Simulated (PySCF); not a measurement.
**Cost against result**

Saddle point of Si2H6S, singlet (Si₂H₆S ([SiH3][SiH2][SH]) → Si₂H₄ ([SiH][SiH3]) + H₂S (still joined by a long Si–S bond); bonds formed: S2–H3; bonds broken: Si1–H3; bonds weakened to dative contacts: Si1–S2), PBE0-D4/def2-TZVP structure:

Si1  (-1.055, -0.622, 0.129)
S2  (1.253, -1.611, 0.009)
H3  (-0.143, -1.916, -0.568)
H4  (-1.060, -0.613, 1.634)
Si5  (-0.146, 1.474, -0.430)
H6  (1.010, -2.518, 0.969)
H7  (0.863, 1.954, 0.555)
H8  (-1.233, 2.487, -0.536)
H9  (0.512, 1.367, -1.762)
(Å)

Barriers are electronic and count from the start structure reached by relaxing down the imaginary mode.

Computed with PySCF 2.14 with density fitting (its default auxiliary sets; JK sets also for MP2 and CCSD(T)) (basis: as named in each row); correlated methods freeze the cores. B3LYP uses VWN-RPA correlation. Extrapolation: Hartree–Fock as exp(−7.88 √X), correlation as X^−2.97.

Times are rough, for one single point on 4 threads of a shared host (Arm Neoverse V2).

The estimate by CCSD(T) at an estimated basis limit (MP2 extrapolated from triple and quadruple zeta, plus CCSD(T) − MP2 in triple zeta) is 62.38 kcal/mol.

| method | basis | time (s) | barrier (kcal/mol) | method less estimate |
| --- | --- | --- | --- | --- |
| HF | STO-3G | under 1 | 101.49 | 39.11 |
| B3LYP-D4 | 6-31G | 3 | 56.96 | -5.42 |
| PBE0-D4 | def2-SVP | 4 | 57.84 | -4.54 |
| PBE-D4 | def2-SVP | 4 | 51.39 | -10.98 |
| MP2 | def2-QZVPP | 6 | 63.68 | 1.30 |
| SPW92 | def2-TZVPP | 8 | 50.35 | -12.02 |
| PBE-D4 | def2-TZVPP | 11 | 52.36 | -10.01 |
| PBE0-D4 | def2-TZVPP | 12 | 58.84 | -3.53 |
| B3LYP-D4 | def2-TZVPP | 12 | 59.23 | -3.15 |
| BHLYP-D4 | def2-TZVPP | 12 | 66.72 | 4.34 |
| CCSD(T) | def2-SVP | 22 | 61.58 | -0.80 |
| r2SCAN-D4 | def2-TZVPP | 26 | 58.05 | -4.33 |
| wB97M-V | def2-TZVPP | 180 | 62.12 | -0.26 |
| CCSD(T) | def2-TZVPP | 360 | 62.24 | -0.14 |

All methods are single points on the PBE0-D4 structures.

No T1 diagnostic of these runs exceeds 0.017. The restricted Hartree–Fock reference is unstable towards an unrestricted one at one or more of these structures.

Losses and insertions of silylenes and their heavier kin drive the gas-phase chemistry of silicon and germanium vapour deposition.

Labels in which every atom is bracketed show which atoms are joined, not bond orders.
